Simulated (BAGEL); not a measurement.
# SiH2O2 (SMILES O[Si]O) at HF/6-31G(d) (density fitting with qzvpp-jkfit, spherical functions)

Aim: the energy change on altering one bond length of SiH2O2 at HF/6-31G* (density fitting with qzvpp-jkfit, spherical functions), from 2 runs. 

Program for the calculation: BAGEL 1.2.2.

1 further run of the same task is left out (set aside as unsound or not needed). Runs told in other sessions of the task aren't counted.

## (1) The system as given

SiH2O2: 5 atoms, total charge 0, spin state singlet. As SMILES, `O[Si]O`. The shape is that of a PBE0-D4/def2-TZVP optimisation. This is one conformer, not always the lowest.

Bond lengths: O1–Si2 1.642 Å, Si2–O3 1.663 Å, O1–H4 0.964 Å, O3–H5 0.960 Å. Angles: O1–Si2–O3 99.4°, Si2–O1–H4 117.5°, Si2–O3–H5 116.1°.

## (2) The energy at HF/6-31G(d) (density fitting with qzvpp-jkfit, spherical functions)

input.json reads:

```json
{ "bagel" : [

{
  "title" : "molecule",
  "basis" : "6-31gs.json",
  "df_basis" : "qzvpp-jkfit",
  "angstrom" : true,
  "geometry" : [
    { "atom" : "O", "xyz" : [      -1.443200,      -0.105600,      -0.275000 ] },
    { "atom" : "Si", "xyz" : [      -0.212000,      -0.791300,       0.567700 ] },
    { "atom" : "O", "xyz" : [       1.036000,       0.187500,       0.068600 ] },
    { "atom" : "H", "xyz" : [      -1.231900,       0.648900,      -0.836100 ] },
    { "atom" : "H", "xyz" : [       1.901100,      -0.013100,       0.433400 ] }
  ]
},

{
  "title" : "hf"
},

{
  "title" : "print",
  "file" : "orbitals.molden",
  "orbitals" : true
}

]}
```

The basis set 6-31G* is read from a file made from the Basis Set Exchange's data (not shown).

Launch:

```bash
$ BAGEL_NUM_THREADS=1 BAGEL input.json > input.out
```

Log:

```text
* using 1 threads per process

  ===============================================================
  ===============================================================

  *** Geometry ***

  { "atom" : "O", "xyz" : [     -2.727253,     -0.199555,     -0.519675 ] },
  { "atom" : "Si", "xyz" : [     -0.400622,     -1.495340,      1.072798 ] },
  { "atom" : "O", "xyz" : [      1.957756,      0.354324,      0.129635 ] },
  { "atom" : "H", "xyz" : [     -2.327954,      1.226243,     -1.580000 ] },
  { "atom" : "H", "xyz" : [      3.592558,     -0.024755,      0.819007 ] },

  Number of auxiliary basis functions:      318

  Since a DF basis is specified, we compute 2- and 3-index integrals:
    o Being stored without compression. Storage requirement is 0.006 GB

  Number of basis functions:       50
  Number of electrons      :       32

    * METHOD: MOLECULE                             0.07

  *** RHF ***

  === Nuclear Repulsion ===
   103.6462536274

      * DIIS with orbital gradients will be used.

  === RHF iteration (6-31gs.json) ===
      0       -439.56891749          0.03797170           0.01
      1       -439.73059644          0.02640126           0.01
      2       -439.85237231          0.00170506           0.01
      3       -439.85362170          0.00030156           0.01
      4       -439.85367385          0.00008613           0.01
      5       -439.85367821          0.00002852           0.01
      6       -439.85367848          0.00001307           0.01
      7       -439.85367853          0.00000271           0.01
      8       -439.85367853          0.00000096           0.01
      9       -439.85367853          0.00000040           0.01
     10       -439.85367853          0.00000010           0.01
     11       -439.85367853          0.00000003           0.01
     12       -439.85367853          0.00000001           0.01
    * SCF iteration converged.

    * Permanent dipole moment:
           (   -0.740242,    -0.261744,     0.038729) a.u.

    * METHOD: HF                                   0.21

    * METHOD: PRINT                                0.00

  ===============================================================
```

Run time: 0.4 s. Hardware: 1 thread of Arm Neoverse V2, shared host.

## (3) The distorted shape at the same level

input.json reads:

```json
{ "bagel" : [

{
  "title" : "molecule",
  "basis" : "6-31gs.json",
  "df_basis" : "qzvpp-jkfit",
  "angstrom" : true,
  "geometry" : [
    { "atom" : "O", "xyz" : [   -1.875757,   -0.005298,   -0.457403 ] },
    { "atom" : "Si", "xyz" : [   -0.644557,   -0.690998,    0.385297 ] },
    { "atom" : "O", "xyz" : [    0.603443,    0.287802,   -0.113803 ] },
    { "atom" : "H", "xyz" : [   -1.664457,    0.749202,   -1.018503 ] },
    { "atom" : "H", "xyz" : [    1.901100,   -0.013100,    0.433400 ] }
  ]
},
{
  "title" : "hf",
  "charge" : 0
},
{
  "title" : "print",
  "file" : "orbitals.molden",
  "orbitals" : true
}

]}
```

The basis set 6-31G* is read from a file made from the Basis Set Exchange's data (not shown).

Launch:

```bash
$ BAGEL_NUM_THREADS=1 BAGEL input.json > input.out
```

Log:

```text
* using 1 threads per process

  ===============================================================
  ===============================================================

  *** Geometry ***

  { "atom" : "O", "xyz" : [     -3.544667,     -0.010012,     -0.864366 ] },
  { "atom" : "Si", "xyz" : [     -1.218036,     -1.305797,      0.728106 ] },
  { "atom" : "O", "xyz" : [      1.140342,      0.543867,     -0.215057 ] },
  { "atom" : "H", "xyz" : [     -3.145368,      1.415787,     -1.924692 ] },
  { "atom" : "H", "xyz" : [      3.592558,     -0.024755,      0.819007 ] },

  Number of auxiliary basis functions:      318

  Since a DF basis is specified, we compute 2- and 3-index integrals:
    o Being stored without compression. Storage requirement is 0.006 GB

  Number of basis functions:       50
  Number of electrons      :       32

    * METHOD: MOLECULE                             0.07

  *** RHF ***

  === Nuclear Repulsion ===
   101.5382642932

      * DIIS with orbital gradients will be used.

  === RHF iteration (6-31gs.json) ===
      0       -439.41064116          0.04055831           0.01
      1       -439.54424722          0.03365203           0.01
      2       -439.74710835          0.00289231           0.01
      3       -439.74942331          0.00165506           0.01
      4       -439.75016312          0.00035583           0.01
      5       -439.75024937          0.00012197           0.01
      6       -439.75026527          0.00005060           0.01
      7       -439.75026802          0.00001987           0.01
      8       -439.75026840          0.00000553           0.01
      9       -439.75026843          0.00000218           0.01
     10       -439.75026843          0.00000090           0.01
     11       -439.75026843          0.00000026           0.01
     12       -439.75026843          0.00000010           0.01
     13       -439.75026843          0.00000006           0.01
     14       -439.75026843          0.00000002           0.01
     15       -439.75026843          0.00000001           0.01
     16       -439.75026843          0.00000000           0.01
    * SCF iteration converged.

    * Permanent dipole moment:
           (   -0.940788,    -0.246837,    -0.020295) a.u.

    * METHOD: HF                                   0.26

    * METHOD: PRINT                                0.00

  ===============================================================
```

Run time: 0.46 s. Hardware: 1 thread of Arm Neoverse V2, shared host.

## (4) Outcome

Level: HF/6-31G* (density fitting with qzvpp-jkfit, spherical functions).

```
                                                         quantity          value
                                        first shape: total energy  -439.85368 Eh
                                       first shape: dipole moment         2.00 D
                                         first shape: HOMO energy       -9.61 eV
                                         first shape: LUMO energy        2.25 eV
                                       first shape: HOMO–LUMO gap       11.86 eV
                                    distorted shape: total energy  -439.75027 Eh
                                   distorted shape: dipole moment         2.47 D
                                     distorted shape: HOMO energy       -9.44 eV
                                     distorted shape: LUMO energy        2.00 eV
                                   distorted shape: HOMO–LUMO gap       11.44 eV
energy change with the O3–H5 bond stretched from 0.960 to 1.440 Å       2.814 eV
```

In words: With the O3–H5 bond stretched from 0.960 to 1.440 Å the energy rises by 2.81 eV (65 kcal/mol). The first shape isn't relaxed at this level, so the change isn't measured from a minimum.
